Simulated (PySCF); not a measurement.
## B: ionisation energy

B [He] 2s2 2p1 (2P) → B⁺ [He] 2s2 (1S), as a difference of total energies. All numbers are calculated (PySCF 2.14, no relativity, point nucleus, in def2-QZVPPD). Correlated levels: valence: 1s2 frozen. The calculations carry no spin-orbit coupling.

```json
{"method": "UHF", "ionisation energy (eV)": "8.043"}
{"method": "MP2 (valence)", "ionisation energy (eV)": "8.291"}
{"method": "SCS-MP2 (valence)", "ionisation energy (eV)": "8.260"}
{"method": "CCSD (valence)", "ionisation energy (eV)": "8.193"}
{"method": "CCSD(T) (valence)", "ionisation energy (eV)": "8.233"}
```

Question: How much does correlation contribute at CCSD(T) (valence)?

Answer: 8.233 − (8.043) = 0.190 eV, measured against UHF.

Errors of the correlated levels include the incompleteness of this basis and the frozen core.

For comparison: 8.297 eV (measured; NIST levels, between the centres of gravity of the two terms).
